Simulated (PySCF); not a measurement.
C₄H₆FN.
SMILES: `[H]/N=C(\C)C(=C)F`

Torsions of this conformer, `[H]/[N:6]=[C:4](/[C:2](=[CH2:1])[F:3])[CH3:5]`: C1–C2–C4–C5 180°.

The closed-shell ground state was solved at several levels (PySCF, density fitting, gas phase, non-relativistic). Isolated species at its GFN2-xTB geometry (one conformer only).

```csv
level,basis functions,total energy (Eh),HOMO (eV),LUMO (eV),gap (eV),dipole (D)
PBE0/pcSseg-1,132,-310.2112,-7.35,-1.29,6.06,1.48
CAM-B3LYP/def2-SVPD,171,-310.2428,-8.76,-0.30,8.46,1.39
```

Task: What might B3LYP/pcJ-1 (222 basis functions) give for the same quantities?

Result: Total energy -310.6070 Eh, HOMO -7.11 eV, LUMO -1.49 eV, gap 5.62 eV, dipole 1.46 D.

Task: Over all these levels, which gives the widest orbital gap and which the narrowest?

Result: CAM-B3LYP/def2-SVPD (range-separated hybrid) has the widest, 8.46 eV, and B3LYP/pcJ-1 (global hybrid, 20 % exact exchange) the narrowest, 5.62 eV. Functional and basis both differ between the two, so the spread mixes both effects.

Task: How far do the dipole and the HOMO energy spread over the levels?

Result: The dipole runs from 1.39 to 1.48 D (mean 1.44 D) and the HOMO from -8.76 to -7.11 eV.
